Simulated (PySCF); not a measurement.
## `CN(C)C`: ΔSCF against reference XPS values

Measured values to reproduce (core binding energies): C 1s of C1/C3/C4 291.26 eV [1]; N 1s of N2 (atom 2) 404.82 eV [1]. Sources and the comparison follow the method.

C3H9N.
Cartesian coordinates in Å at the PBE0-D3(BJ)/def2-SVP level; atoms count from 1:
```xyz
13
C3H9N angstrom
C      0.2572    1.2711    0.5635
N     -0.1271   -0.1132    0.4933
C      0.9756   -0.9757    0.1632
C     -1.2674   -0.3262   -0.3572
H      0.6073    1.6840   -0.4120
H      1.0731    1.4025    1.2915
H     -0.5935    1.8849    0.8988
H      1.3923   -0.7924   -0.8553
H      0.6599   -2.0299    0.2077
H      1.7941   -0.8400    0.8873
H     -1.0767   -0.0701   -1.4262
H     -1.5787   -1.3817   -0.3179
H     -2.1161    0.2868   -0.0153
```

The calculation used PySCF 2.14.0, delta-SCF UKS SCAN, pcX-2 on the ionised atom, pcseg-1 elsewhere, spin-free X2C. Vertical ΔSCF values, vacuum level as zero.

| atom | environment | level | this calculation (eV) | reference (eV) | difference (eV) | source |
| --- | --- | --- | --- | --- | --- | --- |
| C1/C3/C4 | N-methyl carbon | C 1s | 291.29 | 291.26 | +0.03 | [1] |
| N2 | tertiary amine nitrogen | N 1s | 404.72 | 404.82 | -0.10 | [1] |

[1] measured, gas; Beach, A photoelectron spectroscopic study of bonding in inorganic and organometallic compounds, PhD thesis, LBL 1985

Q: How well does this level of theory reproduce the measurements here?

A: Over the 2 different measured values (2 distinct lines) the mean signed difference is -0.03 eV, the mean unsigned one 0.06 eV and the largest 0.10 eV. The calculation is vertical and has no vibrational structure, and measured positions depend on the energy calibration.

Atoms equivalent by their bonding share one computed value, that of the first of them. Isolated species at its PBE0-D3(BJ)/def2-SVP geometry, gas phase.
